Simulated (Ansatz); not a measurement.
**CH3LiN radical (SMILES [Li][N]C): one structure at several levels**

The atoms stand at a frame of a short trajectory. How far do the functionals agree with CCSD(T) there?

Method: single points in def2-TZVPP; program: Ansatz 0.2.0, Gaussian basis.

Cores are frozen in the correlated methods. The outer core shell of Li, Na, Mg and K is correlated. Orbitals are unrestricted.

1 further run of the same task is left out (it didn't finish).

### 1 The system as given

SMILES `[Li][N]C`, 6 atoms, charge 0, spin multiplicity 2.

Atoms are counted from 1 here; the program's logs count them from 0.

Bond lengths: Li1–N2 1.664 Å, N2–C3 1.407 Å, C3–H4 1.110 Å, C3–H5 1.102 Å, C3–H6 1.103 Å. Angles: Li1–N2–C3 170.4°, N2–C3–H4 112.4°, N2–C3–H5 126.5°, N2–C3–H6 103.4°, H4–C3–H5 106.1°, H4–C3–H6 101.2°, H5–C3–H6 104.0°.

As a file:

| atom | x (Å) | y (Å) | z (Å) |
| --- | --- | --- | --- |
| Li1 | -2.4364 | -0.0894 | -0.6458 |
| N2 | -0.8062 | -0.0628 | -0.3126 |
| C3 | 0.5059 | 0.0051 | 0.1912 |
| H4 | 1.2658 | -0.2597 | -0.5727 |
| H5 | 0.8665 | -0.4220 | 1.1411 |
| H6 | 0.6818 | 1.0885 | 0.3011 |

### 2 PBE-D4/def2-TZVPP

File run/in.yaml:

```yaml
crystal:
  periodic: [false, false, false]
  atoms:
    - {symbol: Li, position_ang: [-2.436438, -0.089364, -0.645843]}
    - {symbol: N, position_ang: [-0.806228, -0.062771, -0.312626]}
    - {symbol: C, position_ang: [0.505898, 0.005120, 0.191177]}
    - {symbol: H, position_ang: [1.265804, -0.259654, -0.572665]}
    - {symbol: H, position_ang: [0.866464, -0.422021, 1.141081]}
    - {symbol: H, position_ang: [0.681777, 1.088534, 0.301131]}
basis:
  gaussian: {orbitals: def2-TZVPP}
magnetization: {spin_polarized: true, initial_magnetization: 1}
hamiltonian: {xc: pbe, dispersion: d4}
output: {forces: true}
```

The run is started by

```sh
$ ansatz run in.yaml --threads 1 --pin off --events-out ev --progress --plain --max-ram 4352MiB
```

### 3 r2SCAN-D4/def2-TZVPP

Changes to run/in.yaml since step 2:

```diff
@@ -12,3 +12,3 @@
 magnetization: {spin_polarized: true, initial_magnetization: 1}
-hamiltonian: {xc: pbe, dispersion: d4}
+hamiltonian: {xc: r2scan, dispersion: d4}
 output: {forces: true}
```

### 4 PBE0-D4/def2-TZVPP

Changes to run/in.yaml since step 3:

```diff
@@ -12,3 +12,3 @@
 magnetization: {spin_polarized: true, initial_magnetization: 1}
-hamiltonian: {xc: r2scan, dispersion: d4}
-output: {forces: true}
+hamiltonian: {xc: pbe0, dispersion: d4}
+output: {forces: true, orbitals: {seedname: orbitals}}
```

### 5 wB97M-V/def2-TZVPP

Changes to run/in.yaml since step 4:

```diff
@@ -12,3 +12,3 @@
 magnetization: {spin_polarized: true, initial_magnetization: 1}
-hamiltonian: {xc: pbe0, dispersion: d4}
-output: {forces: true, orbitals: {seedname: orbitals}}
+hamiltonian: {xc: {name: wB97M-V}}
+output: {forces: true}
```

### 6 CCSD(T)/def2-TZVPP

Changes to run/in.yaml since step 5:

```diff
@@ -12,3 +12,4 @@
 magnetization: {spin_polarized: true, initial_magnetization: 1}
-hamiltonian: {xc: {name: wB97M-V}}
+correlation: {method: ccsd_t}
+scf: {omitted_lower_state_checks: [cluster_reference]}
 output: {forces: true}
```

(Steps that only read results are left out.)

Before running it: what results should come out? Wanted: energy less free atoms, CCSD(T)/def2-TZVPP; RMS force component; RMS force error; HOMO and LUMO, PBE0-D4; T1 diagnostic.

**Answer**, as computed:

| quantity | value |
| --- | --- |
| energy less free atoms, CCSD(T)/def2-TZVPP | -415.9 kcal/mol |
| RMS force component | 0.512 to 0.545 eV/Å over the methods |
| RMS force error | PBE-D4 0.267, r2SCAN-D4 0.188, PBE0-D4 0.192, wB97M-V 0.104 eV/Å |
| HOMO and LUMO, PBE0-D4 | -4.16 and -0.96 eV |
| T1 diagnostic | 0.016 |

Against CCSD(T) the functionals' energies less atoms differ by -30.8 to -17.6 kcal/mol, PBE-D4 by -30.8 kcal/mol. A larger basis would deepen the CCSD(T) value, while the functionals are nearly converged already, so the order here is not reliable. On forces the order runs from wB97M-V to PBE-D4. Frozen-core CCSD(T) forces in triple zeta carry basis errors of their own, and this is one geometry, so small gaps rank nothing.
